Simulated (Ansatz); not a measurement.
Tetragonal perovskite BaTiO3: PBE at its full settings (plane-wave cutoff 520 eV, 8×8×8 k mesh, Fermi–Dirac smearing 0.01 eV, no spin polarisation, scalar-relativistic PAW data made under PBE) and at cheaper ones, in a cell of 5 atoms with Γ-centred meshes.

| level and setting | lattice constant a (Å) | c axis length (Å) | bulk modulus (GPa) |
|---|---|---|---|
| PBE (Ansatz) | 3.985 | 4.202 | 84.2 |
| PBE (300 eV cutoff) (Ansatz) | 3.968 | 4.264 | 76.4 |
| PBE (Γ point alone) (Ansatz) | 3.980 | 5.651 | 38.8 |
| PBE (2×2×2 k mesh) (Ansatz) | 3.837 | 4.899 | 77.2 |
| PBE (4×4×4 k mesh) (Ansatz) | 3.982 | 4.215 | 84.8 |
| PBE (6×6×6 k mesh) (Ansatz) | 3.985 | 4.202 | 84.3 |
| PBE (Fermi-Dirac smearing of 0.3 eV) (Ansatz) | 3.988 | 4.193 | 84.5 |

Largest shifts from the full settings: lattice constant a -3.71 % (PBE (2×2×2 k mesh)), against a difference of -0.23 % of the full result from the reference 3.994 Å (measured, 300 K, not corrected to a static lattice; as tabulated in Wikipedia's data pages); lattice parameter c +34 % (PBE (Γ point alone)), against a difference of +4.16 % of the full result from the reference 4.034 Å (measured, 300 K, not corrected to a static lattice; as tabulated in Wikipedia's data pages); bulk modulus -54 % (PBE (Γ point alone)).

Ansatz's density-functional and Hartree–Fock values are scalar-relativistic unless marked +SOC, with PAW data made under PBE.

Run with cheap settings on purpose, which may leave them unconverged: PBE (2×2×2 k mesh), PBE (300 eV cutoff), PBE (4×4×4 k mesh), PBE (6×6×6 k mesh), PBE (Fermi-Dirac smearing of 0.3 eV), PBE (Γ point alone).

Ansatz is an electronic-structure program.
